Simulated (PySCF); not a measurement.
How the method moves the HOMO and LUMO of CH3CH2CF2CH3

Species: CH3CH2CF2CH3, C4H8F2.
Atom-mapped SMILES: `[CH3:1][CH2:2][C:3]([CH3:4])([F:5])[F:6]` (hydrogens: H7, H8, H9 on C1; H10, H11 on C2; H12, H13, H14 on C4)

Cartesian coordinates in Å at the PBE0-D3(BJ)/def2-SVP level; atoms count from 1:
```
atom  x, y, z in Å
C1     1.9186   -0.2869    0.1289
C2     0.4400   -0.5801    0.3141
C3    -0.4552    0.4953   -0.2685
C4    -1.9356    0.2603   -0.1131
F5    -0.1735    0.6351   -1.5981
F6    -0.1401    1.6935    0.3075
H7     2.5341   -1.0833    0.5710
H8     2.1709   -0.2101   -0.9382
H9     2.1907    0.6638    0.6091
H10    0.1665   -1.5345   -0.1633
H11    0.1905   -0.6759    1.3829
H12   -2.2266   -0.6769   -0.6061
H13   -2.2029    0.2048    0.9506
H14   -2.4803    1.0937   -0.5771
```

Basis pcSseg-1 throughout (PySCF), one geometry. Isolated species at its PBE0-D3(BJ)/def2-SVP geometry (one conformer only).

How do the orbital energies, the gap and the dipole change with the method?

```tsv
method	kind	HOMO (eV)	LUMO (eV)	gap (eV)	μ (D)	SCF cycles
BLYP	GGA	-7.50	0.57	8.07	2.04	13
OPBE	GGA	-7.51	0.85	8.35	2.03	13
PBE	GGA	-7.57	0.58	8.15	2.04	14
BP86	GGA	-7.70	0.67	8.37	2.07	13
LDA	LDA	-7.74	0.39	8.14	2.13	13
B97-2	global hybrid	-8.97	1.44	10.41	2.20	12
PBE0	global hybrid	-9.25	1.41	10.66	2.20	12
CAM-B3LYP	range-separated hybrid	-10.73	2.23	12.96	2.24	12
BHandHLYP	global hybrid	-10.83	2.06	12.89	2.35	12
wB97X-D	range-separated hybrid	-11.20	3.25	14.44	2.25	12
LC-wPBE	range-separated hybrid	-12.03	3.60	15.63	2.25	12
HF	Hartree–Fock	-13.16	4.23	17.39	2.51	10
```

The HOMO spans 5.66 eV, from BLYP down to HF, and the gap runs from 8.07 eV (BLYP) to 17.39 eV (HF). Over the methods BLYP (0 %), OPBE (0 %), PBE (0 %), BP86 (0 %), LDA (0 %), B97-2 (21 %), PBE0 (25 %), BHandHLYP (50 %), HF (100 %), a straight line through the gap against the share of exact exchange rises by 0.92 eV for each 10 % (correlation coefficient 0.999). The dipole ranges from 2.03 D (OPBE) to 2.51 D (HF). This basis has no diffuse functions.

The vertical ΔSCF ionisation energy at PBE0/def2-SVPD is 11.46 eV; −ε(HOMO) comes closest to it with wB97X-D (11.20 eV).
